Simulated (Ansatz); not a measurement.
# UCCSD/STO-3G run of S2 (sulfur dimer)

What is the energy change on altering one bond length of S2 (sulfur dimer) at UCCSD/STO-3G? 

The calculation is run with Ansatz 0.2.0.

41 further runs of the same task are left out: 19 that didn't finish, 22 set aside as unsound or not needed.

**1. The system as given**

S2 has 2 atoms, charge 0, and is taken as a triplet. SMILES: `S=S`. The bond length is the measured one.

Bond lengths: S1–S2 1.889 Å.

**2. The energy at UCCSD/STO-3G**

Input file job.yaml:

```yaml
basis:
  gaussian:
    orbitals: STO-3G
crystal:
  periodic: [false, false, false]
  atoms:
    - {symbol: S, position_ang: [0.000000, 0.000000, 0.000000]}
    - {symbol: S, position_ang: [0.000000, 0.000000, 1.889200]}
total_charge: 0
magnetization:
  spin_polarized: true
  initial_magnetization: 2
correlation:
  method: ccsd
  frozen_orbitals: {S: 5}
accuracy: high
scf:
  omitted_lower_state_checks: [cluster_reference, increment]
```

Command:

```
$ ansatz run job.yaml --threads 1 --pin off --max-ram 2610MiB --events-out events.jsonl --progress --plain --runs-dir runs
```

Standard output (excerpt; [...] marks lines left out):

```text
Warning: RAYON_NUM_THREADS=1 ignored (pool sized by the plan → 1); use --threads N
Functional definition: HF
  name "HF"
[...]
299 factors; integrals over basis functions are off by at most 8.3e-9 eV
[...]
mean field -21396.93627474 eV, -786.3229047326 hartree, gradient 9.9e-9 eV, S^2 2.003003; 2 other end points of the search recorded, 0 dependent functions left out
10 core orbitals not correlated: weight in the atoms' cores, before any rotation towards them, 1.000 or more for the frozen orbitals, at most 0.000 for the correlated occupied ones
reference -21396.93627474 eV, -786.3229047326 hartree; 7, 5 occupied and 1, 3 virtual orbitals, 299 factors
second order -1.10710437 eV of doubles, -0.00000000 eV of singles
cycle   1  -1.30788248 eV  change   -2.0e-1 eV  update   8.0e-2
[...]
cycle  23  -1.77810867 eV  change  -2.9e-10 eV  update  7.3e-10
Total energy: -21398.71438341 eV, -786.3882490209 hartree
Checks for a lower state left out: cluster_reference, increment
```

It took 0.23 s on 1 thread of Arm Neoverse V2, shared host.

**3. The distorted shape, same level**

Input file molecule.yaml:

```yaml
crystal:
  periodic: [false, false, false]
  atoms:
    - symbol: S
      position_ang: [0.000000, 0.000000, -0.472300]
    - symbol: S
      position_ang: [0.000000, 0.000000, 1.889200]
basis:
  gaussian: {orbitals: STO-3G}
magnetization: {spin_polarized: true, initial_magnetization: 2}
scf: {omitted_lower_state_checks: [cluster_reference, increment]}
correlation: {method: ccsd, frozen_orbitals: {S: 5}}
accuracy: high
```

Command:

```
$ ansatz run molecule.yaml --threads 1 --pin off --max-ram 2610MiB --events-out events.jsonl --progress --plain --runs-dir runs
```

Standard output (excerpt; [...] marks lines left out):

```text
Warning: RAYON_NUM_THREADS=1 ignored (pool sized by the plan → 1); use --threads N
[... 2 set-up lines as earlier in the session ...]
[...]
287 factors; integrals over basis functions are off by at most 1.1e-8 eV
[...]
mean field -21395.57467059 eV, -786.2728667027 hartree, gradient 1.7e-8 eV, S^2 2.185751; 17 other end points of the search recorded, 0 dependent functions left out
10 core orbitals not correlated: weight in the atoms' cores, before any rotation towards them, 1.000 or more for the frozen orbitals, at most 0.000 for the correlated occupied ones
reference -21395.57467059 eV, -786.2728667027 hartree; 7, 5 occupied and 1, 3 virtual orbitals, 287 factors
second order -0.58609017 eV of doubles, -0.00000000 eV of singles
cycle   1  -0.80823876 eV  change   -2.2e-1 eV  update   8.5e-2
[...]
cycle  38  -1.74871479 eV  change   3.7e-10 eV  update  8.0e-10
WARN: these amplitudes may be one of several solutions (largest doubles amplitude 0.67, level shift 0.00 eV)
Total energy: -21397.32338538 eV, -786.3371307860 hartree
Checks for a lower state left out: cluster_reference, increment
```

Run time: 0.51 s. Hardware: 1 thread of Arm Neoverse V2, shared host.

**4. Summary of results**

At UCCSD/STO-3G, 10 core orbitals frozen:

```
                                                         quantity          value
                                        first shape: total energy  -786.38825 Eh
        first shape: correlation energy (10 core orbitals frozen)      -65.3 mEh
                   first shape: ⟨S²⟩ of the reference determinant          2.003
                                       first shape: T1 diagnostic          0.072
                                    distorted shape: total energy  -786.33713 Eh
    distorted shape: correlation energy (10 core orbitals frozen)      -64.3 mEh
               distorted shape: ⟨S²⟩ of the reference determinant          2.186
                                   distorted shape: T1 diagnostic          0.133
energy change with the S1–S2 bond stretched from 1.889 to 2.361 Å       1.391 eV
```

With the S1–S2 bond stretched from 1.889 to 2.361 Å the energy rises by 1.39 eV (32 kcal/mol). The first shape isn't relaxed at this level, so the change isn't measured from a minimum. The minimal basis adds a large error of its own. The T1 diagnostic (first shape) of 0.072 is above the customary mark for such species, so a single reference may not serve. ⟨S²⟩ (distorted shape) is 2.19 where a pure triplet has 2.00: the reference is spin-contaminated. The T1 diagnostic (distorted shape) of 0.133 is above the customary mark for such species, so a single reference may not serve.
